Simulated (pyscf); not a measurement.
PySCF, gas phase, ωB97X-D3(BJ)/def2-SVP geometries.

**Question.** F–SiH(O–SiH₃)–O–SiH₃ + water (H₂O) + water (H₂O) → HO–SiH(O–SiH₃)–O–SiH₃ + hydrogen fluoride (HF) + water (H₂O)
Surface: singlet. Broken: F–Si, H–O, H–O. Formed: O–Si, F–H, H–O. Give ΔE‡ and ΔE from M06-2X/def2-TZVP, relative to the separated reactants.

**Answer.** ΔE‡ = 0.10 eV, ΔE = +0.46 eV. ωB97M-D3(BJ)/def2-TZVP gives 0.20 eV and +0.48 eV. Zero-point energy shifts the barrier by +0.16 eV. It is a multi-bond step, with an imaginary mode of 396i cm⁻¹. On the reactant side the descent ends in an adduct with a O–Si contact, 0.07 eV under the separated species and 0.27 eV under the saddle at ωB97X-D3(BJ)/def2-TZVP. On the product side the descent ends in a bound adduct, 0.83 eV under the separated species and 0.58 eV under the saddle at ωB97X-D3(BJ)/def2-TZVP. At M06-2X the saddle lies under the separated products, which points to a path from their complex (located at ωB97X-D3(BJ) alone), and parting the products costs more than the saddle. What is counted as formed (O–Si) is already present as a longer contact in the reactant adduct; forming that adduct is a step of its own. One saddle was located; it need not be the lowest between these sides.
